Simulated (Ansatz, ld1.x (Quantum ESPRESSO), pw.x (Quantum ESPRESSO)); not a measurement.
From atom to crystal: ultrasoft potential for platinum

| Quantity | Value |
| --- | --- |
| Element | platinum |
| Generator | ld1.x (Quantum ESPRESSO) 7.5 |
| Type | ultrasoft |
| Functional | PBE |
| Relativity | scalar-relativistic |
| Frozen core | [Xe] 4f14 |
| Valence charge | 10 |
| Reference configuration | 5d9 6s1 6p0 |
| Partial waves | 6s (bound): rcut 2.00, rcutus 2.15 bohr; 6s channel at -0.05 Ry: rcut 2.00, rcutus 2.15 bohr; 6p (bound, empty): rcut 2.95, rcutus 3.25 bohr; 6p channel at 0.35 Ry: rcut 2.95, rcutus 3.25 bohr; 5d (bound): rcut 2.10, rcutus 2.50 bohr; 5d channel at 2.05 Ry: rcut 2.10, rcutus 2.50 bohr |
| Local potential | all-electron potential smoothed inside 2.40 bohr (lloc = -1) |
| Core correction | Bessel-smoothed model core inside 1.05 bohr |
| Augmentation charge | PSQ, inside the norm-conserving radii |

Atomic tests: cutoffs needed: 18 Ry and 30 Ry (the cutoffs (Ry, on a coarse ladder) from which the occupation-weighted sum of valence levels, in a spherical-Bessel basis at the reference potential, stays within 10 and 1 mRy of its value at 400 Ry); ghost test: no extra level below or beside the all-electron valence levels (s, p, d, f tested) (spherical-Bessel basis up to 400 Ry, 20 bohr box); configuration tests: test run stopped at test 5 of 7 (negative rho).

Crystal test: fcc Pt in pw.x 7.5, no spin, 14³ k-points, Fermi–Dirac smearing 0.01 Ry, cutoffs 40/320 Ry. The reference is all-electron LAPW (Ansatz 0.2.0) with the same functional, mesh and smearing; V0 and B0 come from Birch–Murnaghan fits to the pressures at five volumes. Errors are pseudo minus all-electron; Δ is the rms difference of the E(V) curves that follow from these fits, minima aligned, over ±6 % about the mean V0. Mesh and smearing are coarse, so the numbers serve the comparison and aren't converged zero-temperature values; the lattice is a test structure that the element need not adopt.

All-electron: a0 = 3.973 Å (V0 = 15.67 Å³/atom), B0 = 245.3 GPa.

Question: How far does the potential miss the all-electron equation of state?

Answer: mean pressure error (GPa): +6.45; a0 (Å): 4.004; a0 error (%): +0.79; B0 error (%): +0.9; Δ (meV/atom): 20.5. The largest radius (3.25 bohr) exceeds half the bond length (2.65 bohr), so the spheres overlap, which is one possible source of error among others. This is a poor potential for the solid. Atomic configuration tests: test run stopped at test 5 of 7 (negative rho).

| V (Å³/atom) | P all-electron (GPa) | P pseudo (GPa) |
| --- | --- | --- |
| 14.858 | 15.18 | 23.67 |
| 15.249 | 7.27 | 14.57 |
| 15.640 | 0.53 | 6.85 |
| 16.031 | -5.20 | 0.24 |
| 16.422 | -10.06 | -5.35 |

Question: At the middle volume, how do free energy and pressure move when the wave cutoff is lowered (ecutrho held at 320 Ry)?

Answer:

```csv
cutoff (Ry),shift of F (meV/atom),shift of P (GPa)
18,+64.5,-0.56
24,+35.0,-1.10
32,+2.8,+0.12
```

The run at the middle volume (104 k-points, 7 iterations) took about 7.3 s on one core of a shared host (Neoverse-V2, 96 threads, 371 GiB, load 69).
